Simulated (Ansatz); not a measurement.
`OCF` → `[CH]F` + H₂O  (formal loss of a carbene)

Calculated with Ansatz (gas phase, PBE0-D4/def2-TZVP geometries, no zero-point term in ΔE). CBS: MP2 limit from def2 TZ/QZ plus the TZ coupled-cluster correction, frozen cores. This one scheme is used for every species. Functionals use def2-TZVPP. B3LYP here is the variant with VWN-RPA as its local correlation; programs differ in this. Each species was taken in one conformer, which may not be the lowest.

```json
{"level": "LDA (SPW92)", "ΔE (kJ/mol)": "427.5", "difference from CCSD(T)/CBS": "77.2"}
{"level": "PBE-D4", "ΔE (kJ/mol)": "374.5", "difference from CCSD(T)/CBS": "24.2"}
{"level": "B97M-V", "ΔE (kJ/mol)": "361.3", "difference from CCSD(T)/CBS": "11.0"}
{"level": "PBE0-D4", "ΔE (kJ/mol)": "381.5", "difference from CCSD(T)/CBS": "31.2"}
{"level": "B3LYP-D4", "ΔE (kJ/mol)": "358.4", "difference from CCSD(T)/CBS": "8.1"}
{"level": "r2SCANh-D4", "ΔE (kJ/mol)": "382.0", "difference from CCSD(T)/CBS": "31.7"}
{"level": "B3LYP", "ΔE (kJ/mol)": "353.7", "difference from CCSD(T)/CBS": "3.4"}
{"level": "BHLYP", "ΔE (kJ/mol)": "361.5", "difference from CCSD(T)/CBS": "11.2"}
{"level": "HF/def2-TZVPP", "ΔE (kJ/mol)": "325.1", "difference from CCSD(T)/CBS": "-25.2"}
{"level": "CCSD/def2-TZVPP", "ΔE (kJ/mol)": "348.1", "difference from CCSD(T)/CBS": "-2.2"}
{"level": "CCSD(T)/CBS", "ΔE (kJ/mol)": "350.3", "difference from CCSD(T)/CBS": "0"}
```

Largest T1 diagnostic among the species: 0.018.

The D4 term adds +4.7 kJ/mol with B3LYP and +2.4 kJ/mol with PBE0; it sums over pairs of atoms, weighted by their polarisabilities, and B3LYP, whose exchange is more repulsive, gets the larger term. From r2SCAN to r2SCAN0 (25 % exact exchange), in def2-TZVPP and without D4, ΔE moves by +3.7 kJ/mol. In def2-TZVPP, CCSD(T) changes the Hartree–Fock value by +24.6 kJ/mol (the triples alone add +1.6 kJ/mol) and MP2 by +47.8 kJ/mol.
